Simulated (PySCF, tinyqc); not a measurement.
The basis set: RHF and MP2 along a ladder of basis sets, for BH, spin multiplicity 1. Computed by the program tinyqc with PySCF. 

Geometry (angstrom):
```
atom,x,y,z
B,0.0000,0.0000,0.0000
H,0.0000,0.0000,1.0940
```

Same geometry throughout; the dipole is taken about the origin.

RHF and frozen-core MP2 in a ladder of bases:
```
basis,functions,E(RHF) (hartree),E(MP2 corr) (hartree),HOMO (eV),LUMO (eV),dipole (debye)
sto-3g,6,-24.74406,-0.02651,-6.638,7.337,1.185
3-21g,11,-24.96802,-0.03589,-9.087,2.012,1.952
6-31g,11,-25.10002,-0.03598,-8.906,2.299,1.897
6-31g**,19,-25.11054,-0.05967,-9.021,2.343,1.852
cc-pvdz,19,-25.11534,-0.05946,-9.256,1.675,2.049
aug-cc-pvdz,32,-25.11702,-0.06135,-9.349,0.749,2.128
cc-pvtz,44,-25.12210,-0.07314,-9.341,1.391,2.083
```

From cc-pVDZ to cc-pVTZ the RHF energy falls by 6.8 mhartree and the correlation energy by 13.7. If valence correlation converges as X^-3, (27 E(T) - 8 E(D))/19 gives -0.0789 hartree, a rough estimate from such small X that usually falls short; STO-3G holds about 34 % of it. Beyond STO-3G the LUMO moves by 1.6 eV and the HOMO by 0.4 eV. The restricted reference is unstable here: a spin-polarised solution lies 0.0075 hartree lower (PySCF, cc-pVDZ), so results built on it describe a poor reference.
